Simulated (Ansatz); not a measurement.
Cost and result up the ladder for BH2Me (CH5B) (7 atoms). The state is a singlet with charge 0. Geometry: r2SCAN-D4/def2-TZVP.

```xyz
7

B     0.2453    0.8256    0.1786
H     1.1501    1.0422    0.9334
H    -0.2223    1.7493   -0.4241
C    -0.2444   -0.6199   -0.0765
H     0.4129   -0.9640   -0.8962
H    -1.2627   -0.7114   -0.4583
H    -0.0789   -1.3217    0.7431
```

Ansatz on 4 threads of Arm Neoverse V2 on a shared host. Times are rough, and most runs start from the orbitals of an earlier one. ωB97X-V/def2-TZVP serves as the yardstick here, not as an exact answer. Differences are given only for rows in sets of like size (and for xTB, whose basis is part of the method), since another set adds its own error. Binding counts from free atoms at the same level (B doublet, H doublet, C triplet; other spins of the atoms weren't run), without zero-point energy or a counterpoise term.

LC-ωPBE has ω = 0.4 bohr⁻¹. Correlated methods freeze 2 core orbitals.

Correlated methods converge slowly with the basis.

| level | functions | wall time | binding energy per atom (eV) | difference from ωB97X-V/def2-TZVP (eV) |
| --- | --- | --- | --- | --- |
| HF/6-31G | 28 | 0.1 s | 2.83 | – |
| PBE0-D4/def2-SVP | 53 | 0.2 s | 3.67 | – |
| MP2/def2-TZVP | 92 | 0.2 s | 3.53 | -0.12 |
| PBE-D4/def2-TZVP | 92 | 0.3 s | 3.67 | 0.02 |
| revPBE-D4/def2-TZVP | 92 | 0.35 s | 3.61 | -0.04 |
| BHLYP-D4/def2-TZVP | 92 | 0.35 s | 3.62 | -0.03 |
| PBE0-D4/def2-TZVP | 92 | 0.4 s | 3.65 | 0.00 |
| LC-ωPBE/def2-TZVP | 92 | 0.4 s | 3.64 | -0.01 |
| PBE0-D4/def2-TZVPD | 119 | 0.45 s | 3.65 | 0.00 |
| r2SCAN-D4/def2-TZVP (with forces) | 92 | 0.8 s | 3.66 | 0.01 |
| r2SCAN-D4/def2-TZVPD | 119 | 0.85 s | 3.66 | 0.01 |
| ωB97X-V/def2-TZVP | 92 | 1 s | 3.65 | 0.00 |
| B97M-V/def2-TZVP | 92 | 1.1 s | 3.66 | 0.01 |
| CCSD(T)/def2-TZVPP | 132 | 2 s | 3.57 | -0.08 |
